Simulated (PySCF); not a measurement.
Simulated absorption spectrum

Species: H₇PSi₂.
SMILES: `[SiH3][SiH2]P`

Method used: TDDFT CAM-B3LYP/def2-SVPD, vertical, gas phase, core orbitals frozen in the response in PySCF. Geometry: GFN2-xTB, one conformer, isolated molecule. Torsions of this conformer, `[SiH3:1][SiH2:2][PH2:3]`: H–P3–Si2–Si1 66°, H–P3–Si2–Si1 159°.

Each state is given a Gaussian of 0.25 eV full width at half maximum, with ε(max) = 2.175×10⁸ f / Δν̃ (Δν̃ the width in cm⁻¹). The cross-section is σ = 3.8235×10⁻²¹ ε cm², given in Mb (10⁻¹⁸ cm²). The width is an assumption, not a result. The curve ends short of the highest state used, and states not computed would add to its high-energy end.

λ (nm), σ (Mb) and a bar:
```
    172.6       9.55 ####
    173.3       6.72 ###
    174.0       5.41 ##
    174.7       5.67 ##
    175.4       7.59 ###
    176.1      11.34 #####
    176.8      17.12 #######
    177.5      24.91 ##########
    178.2      34.43 ##############
    178.9      44.91 ###################
    179.6      55.19 #######################
    180.3      63.88 ###########################
    181.0      69.66 #############################
    181.7      71.67 ##############################
    182.4      69.70 #############################
    183.1      64.26 ###########################
    183.8      56.43 ########################
    184.4      48.81 ####################
    185.1      39.95 #################
    185.8      32.01 #############
    186.5      25.50 ###########
    187.2      20.50 #########
    187.9      16.80 #######
    188.6      14.07 ######
    189.3      12.01 #####
    190.0      10.37 ####
    190.7       9.07 ####
    191.4       8.13 ###
    192.1       7.62 ###
    192.8       7.60 ###
    193.5       8.12 ###
    194.2       9.13 ####
    194.9      10.50 ####
    195.6      12.05 #####
    196.3      13.53 ######
    197.0      14.73 ######
    197.7      15.45 ######
    198.4      15.57 #######
    199.1      15.06 ######
    199.8      13.98 ######
    200.5      12.46 #####
    201.1      10.93 #####
    201.8       9.05 ####
    202.5       7.21 ###
    203.2       5.52 ##
    203.9       4.08 ##
    204.6       2.91 #
    205.3       2.00 #
    206.0       1.33 #
    206.7       0.85 
    207.4       0.53 
    208.1       0.32 
    208.8       0.18 
    209.5       0.10 
    210.2       0.06 
    210.9       0.03
```

Question: Locate the maxima and give the states behind the curve.

Answer: 198 nm (6.26 eV), ε about 4100, made up of S1 (99%); 182 nm (6.82 eV), ε about 19000, made up of S3 (97%) (ε in L mol⁻¹ cm⁻¹; maxima over ε = 5, shares over 10%). At its high-energy end, 7.18 eV, the curve is still rising (ε about 2400, from S5 and S6). The states used: S1 6.25 eV (f 0.038); S2 6.58 eV (f 0.023); S3 6.82 eV (f 0.169); S4 6.96 eV (f 0.0076); S5 7.29 eV (f 0.011); S6 7.38 eV (f 0.085); S7 7.56 eV (f 0.026); S8 7.78 eV (f 0.039).

Question: What would ε be at 6.82 eV, the highest of these maxima, with half the width (0.125 eV)?

Answer: About 36400 L mol⁻¹ cm⁻¹ against 18700, a factor of about 1.9; a lone state at its own centre would give exactly 2.

Question: Coming from long wavelengths, where does ε first pass 100 L mol⁻¹ cm⁻¹?

Answer: At about 208 nm (5.97 eV), 0.29 eV below S1.

Question: On this curve, what absorbance would a 10⁻⁵ mol/L sample give at 193 nm over a 1 cm path?

Answer: 193 nm is 6.424 eV, where ε is about 2000 L mol⁻¹ cm⁻¹, so A = ε c l ≈ 0.02 (Beer–Lambert, with the gas-phase spectrum and the assumed width).

Hardware: an Arm Neoverse V2 with one thread, shared host. Cost: 9.2 s.
